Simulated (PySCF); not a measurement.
**Working out the ionisation energy of O**

O [He] 2s2 2p4 (3P) → O⁺ [He] 2s2 2p3 (4S). All numbers are calculated (PySCF 2.14, scalar relativity by spin-free X2C-1e, in x2c-TZVPPall with one added diffuse shell each of s, p, d type (6s4p3d1f, 40 functions)). Frozen: nothing. Energies in hartree (1 hartree = 27.21139 eV):

```tsv
part	O (lower)	O⁺ (upper)
UHF	-74.868206	-74.426672
MP2 opposite-spin	-0.123962	-0.084301
MP2 same-spin	-0.036956	-0.029900
```

Question: What does Hartree-Fock give?

Answer: (-74.426672) − (-74.868206) = 0.441534 hartree = 12.015 eV.

Question: What do MP2 and SCS-MP2 (6/5 opposite-spin, 1/3 same-spin) give?

Answer: The opposite-spin parts differ by 1.079 eV and the same-spin parts by 0.192 eV. MP2: 12.015 + (1.079) + (0.192) = 13.286 eV. SCS-MP2: 12.015 + 1.2 × (1.079) + (0.192)/3 = 13.374 eV.

Measured between the centres of the two terms (NIST): 13.608 eV, so MP2 (valence and next inner shell) is off by -0.322 eV.

What remains against the reference includes basis incompleteness and correlation beyond second order.
